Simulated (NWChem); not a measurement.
# Ionisation of Cl₂ (+1)

```xyz
2

Cl     0.0000     0.0000     0.9799
Cl     0.0000     0.0000    -0.9799
```
Charge +1, spin multiplicity 2.

Everything below was run with NWChem. Structure: optimised with UPBE/def2-SVP, a minimum by its harmonic frequencies.

Basis set: def2-TZVPD. The species with one electron less has spin multiplicity 3 and keeps the geometry of the parent. Δ marks differences of total energies (open shells unrestricted). −ε marks an orbital energy of the parent. That orbital need not have the symmetry of the hole or added electron in the Δ rows.

B3LYP has NWChem's definition, with VWN1-RPA local correlation. The structure started from a generated list of species. The unpaired electrons of the parent sit in orbitals of symmetry b2g (D2h labels of the run); other states weren't searched. No SCF solution was tested for a lower state.

Q: For the first vertical ionisation energy, ΔB3LYP gives 19.61 eV and G0W0@PBE0 gives 19.15 eV. What do −ε(beta HOMO) of BP86, ΔCAM-B3LYP, −ε(beta HOMO) of PBE give?

A: −ε(beta HOMO) of BP86: 15.28 eV; ΔCAM-B3LYP: 19.75 eV; −ε(beta HOMO) of PBE: 15.18 eV.
